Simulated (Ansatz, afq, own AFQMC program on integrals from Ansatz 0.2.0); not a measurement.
Two steps: Ansatz 0.2.0 writes the Fock matrix and Cholesky factors of the valence space, and afq projects on them the lowest state that overlaps trial and start.

```yaml
crystal:
  periodic: [false, false, false]
  atoms:
    - {symbol: Br, position_ang: [0.000000, 0.000000, -1.650333]}
    - {symbol: H, position_ang: [0.000000, 0.000000, 0.013667]}
    - {symbol: Si, position_ang: [0.000000, 0.000000, 1.636667]}
basis:
  gaussian: {orbitals: cc-pVTZ}
magnetization: {spin_polarized: true, initial_magnetization: 2}
correlation: {method: ccsd_t, electrons: outside_noble_gas, hamiltonian_folder: ham}
```

```sh
$ ansatz run in.yaml --threads 1 --pin off --events-out ev --progress --plain --max-ram 16896MiB --backend cuda --devices 0, --max-vram 18GiB
```

afq runs on the folder ham with

```
--method phaseless --trial cisd --walkers 2700 --populations 20 --least-time 60 --time-step 0.005 --steps-per-block 50 --equilibration-blocks 28 --max-blocks 4000 --target-error 0.00021 --factor-cut 1e-05 --start spin_pure --seed 4731 --release-times 0.24,0.51,0.99,1.62,2.4 --release-step 0.03 --release-every 3 --taylor-order 6
```

Times are imaginary, in 1/Eh. The walk had a cap of 242 s. With eight or more populations the least sampling time is a fifth of least-time, and the error comes from their spread. Filled inner d shells are frozen with the cores.

afq prints:

```
orbitals 72  electrons 7 5  factors 492 of 565
reference energy -2861.87636819 Eh
CCSD correlation -0.27866128 Eh in 13 cycles, weight of the determinant in the CISD state 0.8539
energy of the start -2862.153438 Eh
 block  time / (1/Eh)  mean weight  energy / Eh
     1     0.250  0.9998  -2862.150008
     2     0.500  0.9999  -2862.152947
     3     0.750  0.9996  -2862.156710
     4     1.000  0.9999  -2862.159583
     5     1.250  0.9999  -2862.161703
    10     2.500  1.0002  -2862.166250
    15     3.750  0.9999  -2862.167537
    20     5.000  0.9999  -2862.166944
    25     6.250  1.0004  -2862.166854
    30     7.500  1.0003  -2862.168470
    35     8.750  0.9996  -2862.167189
    40    10.000  1.0002  -2862.168140
    43    10.750  0.9998  -2862.168942
    45    11.250  1.0005  -2862.167873
    50    12.500  0.9999  -2862.166414
    55    13.750  0.9998  -2862.167108
    60    15.000  1.0001  -2862.167736
    65    16.250  0.9994  -2862.167396
    70    17.500  1.0005  -2862.167602
    75    18.750  0.9996  -2862.166297
    78    19.500  1.0001  -2862.167707
error from the spread of 20 populations
released: time / (1/Eh)  energy / Eh  error  mean overlap
  0.24  -2862.167583  0.000155  0.9998
  0.51  -2862.167756  0.000123  0.9986
  0.99  -2862.168065  0.000116  0.9907
  1.62  -2862.168506  0.000146  0.9806
  2.40  -2862.168287  0.000327  0.9751
energy -2862.167470 +/- 0.000168 Eh
(rows thinned)
```

The run passed its tests (sampling time, drift between the halves within three errors, error under three times the target), which doesn't prove that it has relaxed.

Against this walk (error 4.6 meV) on the same determinant: CCSD(T) 30.6 meV higher, CCSDT(Q) 24.3 meV lower. The error is statistical and leaves out the bias of the constraint. Released to 2.40 1/Eh the energy lies 22 ± 10 meV (both errors) below the phaseless value, which shows part or all of the bias of the constraint, and CCSDT(Q) lies 2.1 meV below the released value. CCSDT(Q) is the surest value here, so the walk's 24 meV above it is most likely the bias of the constraint with this trial, which can have either sign.

Cautions: constraint bias not in the error; no relativity below Rb; no spin-orbit coupling; inner d shell frozen; lower spins were not checked.

The walk took 89 s on 1 × NVIDIA H100 80GB HBM3 with 2 threads of AMD EPYC 7R13 Processor (Zen 3), on a shared host (the card was shared). The log's last line is the phaseless energy.

CCSDT and higher add their correlation energy to the determinant of the CCSD(T) run, since their own runs factorise the integrals more tightly (a shift of under 2 meV). A walk keeps the symmetry of its determinant, which the program's search chose and which needn't be the lowest solution, so a lower state of the same spin and another symmetry isn't excluded.
